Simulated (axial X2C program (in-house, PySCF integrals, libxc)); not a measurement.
# Working with the constants of LiCl

A bond curve at the CCSD(T) level, two-component, was computed with an axial X2C code built on PySCF integrals (basis Cl dyall-av4z [10s9p4d3f2g], Li dyall-cv4z [10s10p5d3f] (cores contracted in-house)) for the state Ω = 0 (closed shell). Its fit gives Re = 2.0387 Å, ωe = 630.7 cm⁻¹, ωexe = 4.35 cm⁻¹ and αe = 7.867e-03 cm⁻¹; the masses are 34.9689 and 7.0160 u. Two-component means X2C with spin–orbit coupling and atomic mean-field Coulomb and Gaunt terms.

Correlated methods: 8 electrons correlated (number of frozen shells: Cl 2 s, 1 p; Li 1 s), 296 virtual spin orbitals or spinors in MP2, 110 natural virtuals in coupled cluster.

**Question.** Find the reduced mass, Be and the force constant.

**Answer.** From the CCSD(T) values: μ = 5.8436 u. Be = 16.8576/(μ Re²) = 0.6941 cm⁻¹. k = 5.8918×10⁻⁷ μ ωe² = 1.37 mdyn/Å.

**Question.** Where do the fundamental and the first overtone lie?

**Answer.** ν(1←0) = ωe − 2ωexe = 622.0 cm⁻¹; ν(2←0) = 2ωe − 6ωexe = 1235.3 cm⁻¹.

**Question.** Estimate De from a Morse curve and compare with the computed well depth of 4.822 eV to Cl + Li.

**Answer.** De(Morse) = ωe²/(4ωexe) = 2.834 eV against 4.822 eV computed, a ratio of 0.59. The extrapolation falls short: long-range attraction (ionic or ion–induced dipole) or a change of character along the curve can cause this.

**Question.** Estimate the centrifugal constant by the Kratzer relation.

**Answer.** D = 4Be³/ωe² = 3.36e-06 cm⁻¹.

**Question.** Give B0, the J = 1←0 line in GHz and the most populated J at 300 K (kT = 208.5 cm⁻¹).

**Answer.** B0 = Be − αe/2 = 0.6901 cm⁻¹; 2B0 = 41.38 GHz; J(max) ≈ √(kT/2B0) − 1/2 = 11.8, so J = 12.

The state is a single determinant with fixed occupations, the lowest that a limited PBE0 search found. De is counted from the lowest determinant-based energies of the atoms at the same level, without counterpoise correction. CCSD and (T) use frozen natural virtuals with an MP2 correction for the truncation; (T) itself is uncorrected, so its De runs slightly low.
